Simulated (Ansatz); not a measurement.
This script for a ladder of basis sets of FHSi, SMILES F[SiH] with Ansatz's Python interface holds a mistake.

Script `fhsi_basis.py`:
```python
import ansatz as az


def main() -> None:
    geometry_ang = [
        ("F", [-1.1126, 0.0759, -0.609]),
        ("Si", [0.1728, 0.54, 0.1561]),
        ("H", [0.9288, -0.6807, 0.4397]),
    ]
    system = az.Crystal.molecule()
    for symbol, xyz in geometry_ang:
        system = system.atom(symbol, xyz)

    model = system.calculation().correlation("mp2")

    energies = {}
    for basis in ["cc-pVDZ", "cc-pVTZ", "cc-pVQZ"]:
        rep = model.basis(gaussian=basis).report
        size = rep["n_frozen"] + rep["n_occupied"][0] + rep["n_virtual"][0]
        energies[basis] = (rep["reference_energy_ev"] / 27.211386246, rep["free_energy_ev"] / 27.211386246)
        print(f"{basis:14s} {size:4d} orbitals  reference {energies[basis][0]:14.6f} Ha  total {energies[basis][1]:14.6f} Ha")

    small, large = (energies[b][1] - energies[b][0] for b in ("cc-pVTZ", "cc-pVQZ"))
    limit = (4 ** 3 * large - 3 ** 3 * small) / (4 ** 3 - 3 ** 3)
    print(f"correlation energy: {small:.6f} and {large:.6f} Ha, extrapolated {limit:.6f} Ha")
    print(f"share caught by the larger set: {100 * large / limit:.1f} %")


if __name__ == "__main__":
    main()
```

```console
$ python fhsi_basis.py
Traceback (most recent call last):
  File "fhsi_basis.py", line 30, in <module>
    main()
    ~~~~^^
  File "fhsi_basis.py", line 18, in main
    rep = model.basis(gaussian=basis).report
          ^^^^^^^^^^^^^^^^^^^^^^^^^^^^^^^^^^
AttributeError: 'Calculation' object has no attribute 'report'
$ echo $?
1
```

Find the fault and give the corrected script.

The fault: the calculation is never run. Mended:

```diff
--- before
+++ after
@@ -17,3 +17,3 @@
     for basis in ["cc-pVDZ", "cc-pVTZ", "cc-pVQZ"]:
-        rep = model.basis(gaussian=basis).report
+        rep = model.basis(gaussian=basis).run(threads=1, backend="cpu").report
         size = rep["n_frozen"] + rep["n_occupied"][0] + rep["n_virtual"][0]
```

After the fix:

`python fhsi_basis.py` gives:
```text
cc-pVDZ          37 orbitals  reference    -388.939760 Ha  total    -389.208112 Ha
cc-pVTZ          78 orbitals  reference    -389.000779 Ha  total    -389.353406 Ha
cc-pVQZ         144 orbitals  reference    -389.016288 Ha  total    -389.400278 Ha
correlation energy: -0.352627 and -0.383990 Ha, extrapolated -0.406876 Ha
share caught by the larger set: 94.4 %
```

Caveats:
- The drop along the ladder measures the basis error, and is no property of the molecule.
- The geometry is a force-field or estimated start, not a minimum of this method, and the last set is no limit. Much of the fall in a total is atomic energy, which cancels in bond and reaction energies.
- Inner cores stay frozen, so this is valence correlation.
- For Al to Cl the sets with a tight d function, cc-pV(X+d)Z, are usual.
- An extrapolation from small basis sets is rough.
- Hardware and time: 3.1 s on 1 thread of Arm Neoverse V1, with other jobs on the host, peak memory 0.27 GiB.
